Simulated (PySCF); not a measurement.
# C4H5NS (SMILES Cc1cscn1): levels of theory compared

Aim: a comparison of 4 runs (B3LYP/cc-pVDZ, CAM-B3LYP/cc-pVDZ, M06-2X/cc-pVDZ, wB97X/cc-pVDZ) of C4H5NS. The job is set up through a Python script.

Program for the calculation: PySCF 2.14.0.

### Step 1. The system as given

C4H5NS has 11 atoms, charge 0, and is taken as a singlet. As SMILES, `Cc1cscn1`. The C1–H9 distance was set to 1.967 Å, away from the relaxed value. At this shape a bond of the SMILES string is far longer than usual.

Bond lengths: C1–C2 1.488 Å, C2–C3 1.364 Å, C3–S4 1.706 Å, S4–C5 1.714 Å, C2–N6 1.370 Å, C5–N6 1.295 Å, C1–H7 1.090 Å, C1–H8 1.093 Å, C3–H10 1.079 Å, C5–H11 1.082 Å. Some angles: C1–C2–C3 126.1°, C1–C2–N6 119.4°, C3–C2–N6 114.5°, C2–C3–S4 110.3°, C3–S4–C5 89.2°, S4–C5–N6 115.0°, C2–N6–C5 111.0°, C2–C1–H7 111.3°, C2–C1–H8 110.4°, C2–C3–H10 128.2°.

### Step 2. The energy at B3LYP/cc-pVDZ (run 1)

Contents of job.py:

```python
from pyscf import gto, dft

system = gto.M(
    atom='''
C    0.224213  -1.237230   0.976982
C    0.375843  -0.643690  -0.379098
C    1.549013  -0.464500  -1.051798
S    1.255103   0.249820  -2.572418
C   -0.420677   0.264140  -2.213848
N   -0.737307  -0.222730  -1.056758
H    1.189473  -1.524920   1.393732
H   -0.416697  -2.121180   0.936692
H   -0.630230   0.047350   2.196530
H    2.547873  -0.713860  -0.729368
H   -1.139177   0.657700  -2.920748
''',
    verbose=3,
    max_memory=1860,
    basis='cc-pvdz',
)

mf = dft.RKS(system, xc='b3lyp')
mf.conv_tol = 1e-10
mf.grids.level = 5
mf.kernel()
if not mf.converged:
    mf = mf.newton().run(mf.mo_coeff, mf.mo_occ)

e_final = mf.e_tot
print('Final energy', e_final)
```

Command:

```bash
$ OMP_NUM_THREADS=1 python job.py
```

What it wrote:

```text
converged SCF energy = -608.278449828724
Final energy -608.2784498287244
```

Wall time 23 s (1 thread of AMD EPYC 9R14 (Zen 4), shared host); peak memory 0.62 GiB.

### Step 3. The energy at CAM-B3LYP/cc-pVDZ (run 2)

Contents of calc.py:

```python
from pyscf import gto, dft

molecule = gto.M(
    atom=[
    ('C', (0.224213, -1.237230, 0.976982)),
    ('C', (0.375843, -0.643690, -0.379098)),
    ('C', (1.549013, -0.464500, -1.051798)),
    ('S', (1.255103, 0.249820, -2.572418)),
    ('C', (-0.420677, 0.264140, -2.213848)),
    ('N', (-0.737307, -0.222730, -1.056758)),
    ('H', (1.189473, -1.524920, 1.393732)),
    ('H', (-0.416697, -2.121180, 0.936692)),
    ('H', (-0.630230, 0.047350, 2.196530)),
    ('H', (2.547873, -0.713860, -0.729368)),
    ('H', (-1.139177, 0.657700, -2.920748)),
],
    spin=0,
    max_memory=1860,
    basis='cc-pvdz',
    verbose=3,
)

mf = dft.RKS(molecule)
mf.xc = 'cam-b3lyp'
mf.conv_tol = 1e-10
mf.grids.level = 5
mf.kernel()
if not mf.converged:
    mf = mf.newton().run(mf.mo_coeff, mf.mo_occ)

e_tot = mf.e_tot
print('E = %.10f Eh' % e_tot)
```

Command:

```bash
$ OMP_NUM_THREADS=1 python calc.py
```

What it wrote:

```text
converged SCF energy = -608.146507876438
E = -608.1465078764 Eh
```

It took 45 s on 1 thread of AMD EPYC 9R14 (Zen 4), shared host; peak memory 0.62 GiB.

Run 3 isn't shown in full; the table further down has it.

### Step 4. The energy at wB97X/cc-pVDZ (run 4)

Contents of input.py:

```python
from pyscf import gto, dft

mol = gto.M(
    atom='''
C      0.423701    -2.338026     1.846228
C      0.710240    -1.216398    -0.716391
C      2.927210    -0.877778    -1.987610
S      2.371801     0.472091    -4.861165
C     -0.794964     0.499152    -4.183566
N     -1.393308    -0.420899    -1.996983
H      2.247778    -2.881681     2.633772
H     -0.787443    -4.008449     1.770091
H     -1.190962     0.089479     4.150840
H      4.814782    -1.349000    -1.378306
H     -2.152733     1.242873    -5.519414
''',
    max_memory=1860,
    basis='cc-pvdz',
    unit='bohr',
    verbose=4,
    charge=0,
)

mf = dft.RKS(mol)
mf.xc = 'wb97x'
mf.grids.level = 5
mf.conv_tol = 1e-10
mf.kernel()
if not mf.converged:
    mf = mf.newton().run(mf.mo_coeff, mf.mo_occ)

energy = mf.e_tot
print(f'total energy: {energy:.8f} hartree')
```

Command:

```bash
$ OMP_NUM_THREADS=1 python input.py
```

What it wrote:

```text
PySCF version 2.14.0

[... 82 lines left out ...]
converged SCF energy = -608.195528888989
total energy: -608.19552889 hartree
```

It took 45 s on 1 thread of AMD EPYC 9R14 (Zen 4), shared host; peak memory 0.62 GiB.

### Step 5. The series

| run | level | energy (Eh) | dipole moment (D) | HOMO energy (eV) | LUMO energy (eV) | wall time |
| --- | --- | --- | --- | --- | --- | --- |
| 1 | B3LYP/cc-pVDZ | -608.278450 | 2.21 | -6.60 | -2.01 | 23 s |
| 2 | CAM-B3LYP/cc-pVDZ | -608.146508 | 2.14 | -7.96 | -0.69 | 45 s |
| 3 | M06-2X/cc-pVDZ | -608.151971 | 2.07 | -7.77 | -0.95 | 35 s |
| 4 | wB97X/cc-pVDZ | -608.195529 | 2.07 | -8.95 | 0.26 | 45 s |

### Step 6. Summary of results

| quantity | value |
| --- | --- |
| run 4: total energy | -608.19553 Eh |
| run 4: dipole moment | 2.07 D |
| run 4: HOMO energy | -8.95 eV |
| run 4: LUMO energy | 0.26 eV |
| run 4: HOMO–LUMO gap | 9.22 eV |

In words: The dipole moment (its size) runs from 2.07 D (wB97X/cc-pVDZ) to 2.21 D (B3LYP/cc-pVDZ). The HOMO–LUMO gap runs from 4.58 eV (B3LYP/cc-pVDZ) to 9.22 eV (wB97X/cc-pVDZ). Totals of different functionals can't be ranked against each other. In runs 1, 2, 3, 4 a closed-shell determinant meets a far-stretched bond, which it describes badly. All runs together took 2.5 min, the longest 45 s.
